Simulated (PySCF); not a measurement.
Consider `[SiH2-]Cl` ([ClH2Si]-). Atom numbers as in the mapped SMILES `[SiH2-:1][Cl:2]`.

These are calculated values, ωB97X-D3(BJ)/ma-def2-TZVP in PySCF (grid level 2) at geometries from PBE0-D3(BJ)/ma-def2-SVP. ωB97X-D3(BJ) is ωB97X-V with D3(BJ) in place of VV10. Thermal corrections: PBE0-D3(BJ)/ma-def2-SVP frequencies, unscaled, ideal gas at 298.15 K and 1 bar, quasi-RRHO entropy.

Problem. What are the vertical and the adiabatic detachment energy for forming the radical?

Solution. 2.66 eV vertical and 1.88 eV adiabatic, the latter with zero-point energy.

Problem. Where does the unpaired spin of the relaxed radical sit?

Solution. Si1 (silicon) 0.86 (intrinsic atomic orbital populations).

Problem. How far is −ε(HOMO) from the vertical value by ΔSCF?

Solution. −ε(HOMO) = 2.73 eV, which is 0.08 eV above the ΔSCF value.

Known limits: spin-orbit coupling is left out of the energies, which matters for open shells on the heavier atoms.

Differences come from unrounded values, so a last digit can differ from that of the printed terms.
